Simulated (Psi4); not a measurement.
Reaction (SMILES): C=O (CH2-O) → [CH-]=O + H+
B3LYP-D3(BJ)/def2-TZVP geometries, fixed; electronic energies without zero-point terms.

Effect of the grid (radial, spherical points) at PBE/cc-pVTZ with Psi4, against the last row, where the deprotonation energy is 409.48 kcal/mol.

```json
[
 {"setting": "grid: 35, 110", "grid points, largest species": "15118", "largest shift of a total energy (mEh)": "0.115", "shift of the deprotonation energy (kcal/mol)": "-0.026"},
 {"setting": "grid: 50, 194", "grid points, largest species": "38121", "largest shift of a total energy (mEh)": "0.007", "shift of the deprotonation energy (kcal/mol)": "0.000"},
 {"setting": "grid: 75, 302", "grid points, largest species": "87455", "largest shift of a total energy (mEh)": "-0.002", "shift of the deprotonation energy (kcal/mol)": "-0.001"},
 {"setting": "grid: 99, 590", "grid points, largest species": "224867", "largest shift of a total energy (mEh)": "0.000", "shift of the deprotonation energy (kcal/mol)": "0.000"},
 {"setting": "grid: 150, 974", "grid points, largest species": "559973", "largest shift of a total energy (mEh)": "0.000", "shift of the deprotonation energy (kcal/mol)": "0.000"}
]
```

Within 0.02 kcal/mol in the deprotonation energy: grid: 50, 194; grid: 75, 302; grid: 99, 590. The largest shift is 0.115 mEh in a total energy and 0.026 kcal/mol in the difference.
